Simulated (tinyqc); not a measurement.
Worked calculation: Pariser-Parr-Pople SCF with singles CI, for the molecule c1ccccc1 (SMILES; centres numbered as the heavy atoms are written). One step of it, computed by the program tinyqc.

Task: PPP integrals. Mataga-Nishimoto: gamma = 14.399645/(R + a), a = 2 x 14.399645/(gamma_rr + gamma_ss); H_rr = -W_r - sum_(s != r) z_s gamma_rs; H_rs = beta for bonds.

Centres (angstrom, eV; a flat drawing with bonds scaled to 1.40 angstrom):

| centre | x | y | core charge z | W | gamma_rr |
|---|---|---|---|---|---|
| 1C | 1.400000 | 0.000000 | 1 | 11.160000 | 11.130000 |
| 2C | 0.700000 | 1.212000 | 1 | 11.160000 | 11.130000 |
| 3C | -0.700000 | 1.212000 | 1 | 11.160000 | 11.130000 |
| 4C | -1.400000 | 0.000000 | 1 | 11.160000 | 11.130000 |
| 5C | -0.700000 | -1.212000 | 1 | 11.160000 | 11.130000 |
| 6C | 0.700000 | -1.212000 | 1 | 11.160000 | 11.130000 |

Resonance integrals (eV):

| i | j | beta |
|---|---|---|
| 1 | 2 | -2.560000 |
| 2 | 3 | -2.560000 |
| 3 | 4 | -2.560000 |
| 4 | 5 | -2.560000 |
| 5 | 6 | -2.560000 |
| 6 | 1 | -2.560000 |

Give: repulsion gamma_rs; core matrix H.

Result:

repulsion gamma_rs (eV):
```
         1C       2C       3C       4C       5C       6C
1C  11.1300   5.3463   3.8725   3.5175   3.8725   5.3463
2C   5.3463  11.1300   5.3455   3.8725   3.5181   3.8732
3C   3.8725   5.3455  11.1300   5.3463   3.8732   3.5181
4C   3.5175   3.8725   5.3463  11.1300   5.3463   3.8725
5C   3.8725   3.5181   3.8732   5.3463  11.1300   5.3455
6C   5.3463   3.8732   3.5181   3.8725   5.3455  11.1300
```

core matrix H (eV):
```
          1C        2C        3C        4C        5C        6C
1C  -33.1151   -2.5600    0.0000    0.0000    0.0000   -2.5600
2C   -2.5600  -33.1156   -2.5600    0.0000    0.0000    0.0000
3C    0.0000   -2.5600  -33.1156   -2.5600    0.0000    0.0000
4C    0.0000    0.0000   -2.5600  -33.1151   -2.5600    0.0000
5C    0.0000    0.0000    0.0000   -2.5600  -33.1156   -2.5600
6C   -2.5600    0.0000    0.0000    0.0000   -2.5600  -33.1156
```
